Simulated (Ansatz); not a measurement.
Cartesian coordinates in Å:
```
F 1.1515 1.8014 -0.1071
C 1.1183 0.4302 -0.2745
C -0.2968 -0.0195 -0.4643
C -1.0936 -0.4755 0.6675
O -0.5128 -1.4006 -0.2390
H 1.5485 -0.0455 0.6114
H 1.7291 0.1831 -1.1482
H -0.8106 0.3914 -1.3318
H -2.1765 -0.4013 0.6226
H -0.6571 -0.4637 1.6633
```

Total charge 0; spin multiplicity 1.

(1) List the ωB97M-V/def2-TZVPP orbital energies in eV (Ansatz). (An estimate is asked.)

Answers

(1) The calculation gave: Occupied: -677.36, -526.81, -283.69, -283.26, -283.10, -36.32, -33.32, -23.82, -21.68, -19.97, -17.69, -16.78, -16.64, -15.93, -14.64, -13.80, -12.69, -12.53, -11.38, -10.68. Lowest empty: 3.02, 3.42, 3.56, 3.78, 4.08, 4.95, 5.21, 5.94.
